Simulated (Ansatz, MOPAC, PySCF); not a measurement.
Species: PH2, net charge -1, singlet state. SMILES: [PH2-]
Geometry: optimised at B3LYP-D3(BJ)/def2-TZVP (Ansatz, a program for electronic structure).

Unscaled harmonic wavenumbers (cm⁻¹) in rising order, each level at the stationary point that it reaches from this structure (no distance between atoms moves by over 0.3 Å); the order of modes can differ between levels, and a negative number is imaginary. B3LYP-D3(BJ)/def2-TZVP (PySCF, at the structure above): 1092, 2246, 2246.

PM3 (MOPAC): 849, 1610, 1643. Zero-point energy 5.9 against 8.0 kcal/mol; where all levels lie over 400 cm⁻¹, the wavenumbers are on average 0.742 times those of B3LYP-D3(BJ)/def2-TZVP.

HF/3-21G (Ansatz): 1192, 2165, 2183. Zero-point energy 7.9 against 8.0 kcal/mol; where all levels lie over 400 cm⁻¹, the wavenumbers are on average 1.009 times those of B3LYP-D3(BJ)/def2-TZVP.

B3LYP/6-31G* (Ansatz): 1115, 2225, 2228. Zero-point energy 8.0 against 8.0 kcal/mol; where all levels lie over 400 cm⁻¹, the wavenumbers are on average 1.001 times those of B3LYP-D3(BJ)/def2-TZVP.
